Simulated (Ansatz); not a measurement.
## Worked example: correlation energy of [Cl···H···OH], doublet

Geometry: a point of a hydrogen-transfer path between rigid fragments, not a stationary point.

```xyz
4

Cl   -0.8394    0.0177    0.0000
H     0.4786    0.0177    0.0000
O     1.7066    0.0177    0.0000
H     1.9584   -0.9222    0.0000
```

Basis cc-pVDZ; Ansatz 0.2.0. Only valence electrons are correlated (noble-gas cores frozen), which leaves 15 electrons in 36 orbitals. R marks a restricted (for open shells ROHF) determinant, U an unrestricted one.

Full CI isn't at hand for all of this; UCCSDT(Q) serves as the reference, and is uncertain by about the last step of the cluster series.

The cluster runs stand on a determinant 0.02 eV above the lowest UHF solution, chosen by trial CCSD; the correlation energy below is counted from it.

Runs differ by some tens of microhartree through their thresholds and, for an open shell, their frozen cores, so steps under 0.03 kcal/mol mean nothing.

```csv
level,total energy (hartree)
UHF determinant under the cluster runs,-535.449275
UMP2,-535.763740
UCCSD,-535.793845
UCCSD(T),-535.800173
UCCSDT,-535.800776
UCCSDT(Q),-535.801488
```

**Question.** What is the correlation energy at UCCSDT(Q), and what share of it do UMP2 and UCCSD recover?

**Answer.** E(corr) = -535.801488 − (-535.449275) = -0.352213 hartree = -9.584 eV. UMP2: -0.314465 / -0.352213 = 89.28 %. UCCSD: -0.344570 / -0.352213 = 97.83 %.

**Question.** By how many kcal/mol does UCCSD(T) miss UCCSDT(Q) (1 hartree = 627.509 kcal/mol), and which steps make up the rest?

**Answer.** -535.800173 − (-535.801488) = 0.001315 hartree = 0.83 kcal/mol. Steps: UCCSDT − UCCSD(T) = -0.38, UCCSDT(Q) − UCCSDT = -0.45 kcal/mol. Differences between like states or geometries often cancel part of this.
